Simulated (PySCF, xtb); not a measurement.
C3H4, SMILES C#CC.

Harmonic wavenumbers (cm⁻¹) from GFN2-xTB run with xtb at its own minimum, in rising order: 295, 296, 645, 645, 997, 1033, 1034, 1388, 1455, 1456, 2305, 3004, 3006, 3012, 3402.

Task: What does PySCF 2.14.0 with ωB97X-D3(BJ)/def2-TZVP give at its own minimum? (An estimate is asked for; the answer gives what the named calculation found.)

Result: 357, 357, 707, 707, 951, 1063, 1063, 1422, 1487, 1487, 2266, 3072, 3145, 3145, 3482. Paired by order, the mean absolute difference is 61 cm⁻¹ and the zero-point energies are 34.3 and 35.3 kcal/mol.
